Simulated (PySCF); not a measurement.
A PySCF script (with the pyscf-properties extension) for the NMR shieldings of SMILES C=CSCF, C₃H₅FS, on a GFN2-xTB geometry:

```python
import basis_set_exchange as bse
import numpy as np
from pyscf import gto, dft
from pyscf.prop import nmr

atoms = """
C     1.422178    0.070017    0.374050
C     0.988452   -0.848735   -0.469609
S    -0.652400   -1.077741   -1.055402
C    -1.508207    0.414243   -0.477770
F    -1.744682    0.400914    0.862443
H     0.785431    0.806504    0.831447
H     2.461395    0.103686    0.651278
H     1.634579   -1.600057   -0.896492
H    -0.904609    1.296447   -0.706302
H    -2.473254    0.439377   -0.989011
"""
names = dict.fromkeys(["C", "S", "F", "H"], "pcSseg-1")
basis = {el: gto.basis.parse(bse.get_basis(n, elements=[el], fmt="nwchem")) for el, n in names.items()}
mol = gto.M(atom=atoms, basis=basis, charge=0, verbose=0)
mf = dft.RKS(mol, xc="PBE0")
mf.grids.level = 2
mf.grids.alignment = dft.numint.BLKSIZE   # the property module wants whole blocks of grid points
mf.conv_tol = 1e-9
mf.kernel()

calc = nmr.RKS(mf)   # GIAO
C = mf.mo_coeff
Co = C[:, mf.mo_occ > 0]
resp = mf.gen_response(singlet=True, hermi=2)
def vind(x):   # induced exchange potential for any number of trial vectors
    d = np.einsum("pi,xij,qj->xpq", C, 2 * x.reshape(-1, C.shape[1], Co.shape[1]), Co, optimize=True)
    return np.einsum("xpq,pi,qj->xij", resp(d - d.transpose(0, 2, 1)), C, Co, optimize=True).ravel()
mo1, _ = nmr.rhf.solve_mo1(calc, with_cphf=vind)
sigma = calc.kernel(mo1)
for i, s in enumerate(sigma):   # ppm
    w = np.linalg.eigvalsh((s + s.T) / 2)
    print("%2d %-2s iso %8.1f  s11 %8.1f  s22 %8.1f  s33 %8.1f" % (i, mol.atom_pure_symbol(i), w.mean(), *w))
```

Question: What are the results?

Answer: 
```
 0 C  iso     72.2  s11    -35.2  s22     77.9  s33    174.0
 1 C  iso     46.9  s11    -64.5  s22     57.1  s33    148.2
 2 S  iso    400.1  s11    220.8  s22    427.3  s33    552.0
 3 C  iso     96.6  s11     46.6  s22     91.9  s33    151.3
 4 F  iso    393.0  s11    334.4  s22    378.6  s33    466.1
 5 H  iso     26.2  s11     23.4  s22     24.6  s33     30.6
 6 H  iso     26.2  s11     23.4  s22     25.0  s33     30.2
 7 H  iso     25.2  s11     22.6  s22     25.4  s33     27.8
 8 H  iso     25.7  s11     20.9  s22     26.5  s33     29.7
 9 H  iso     25.9  s11     20.2  s22     26.5  s33     30.9
```

These numbers come from an equivalent density-fitted implementation of the same equations, which agrees with the script to about 0.01 ppm for H and up to a few tenths of a ppm for heavy atoms, so last digits may differ.

Question: Turn these shieldings into chemical shifts. Scale: ¹³C (σ = 186.93 ppm) and ¹H (σ = 31.72 ppm) vs TMS; CS2 for ³³S (σ = 503.73 ppm); ¹⁹F (σ = 170.95 ppm) against CFCl3 (reference shieldings calculated alike).

Answer: Averaging equivalent atoms: C 1: 140.0; C 0: 114.7; C 3: 90.3; S 2: 104; F 4: -222.1; H 7: 6.48; H 8/9: 5.94; H 6: 5.54; H 5: 5.52 ppm. Unscaled 19F shifts against computed CFCl3 carry errors that often reach 10 to 50 ppm.

Size and cost of the density-fitted run: 117 basis functions, 7.8 s wall time on 1 thread of an Arm Neoverse V1, shared host; peak memory 0.5 GiB.
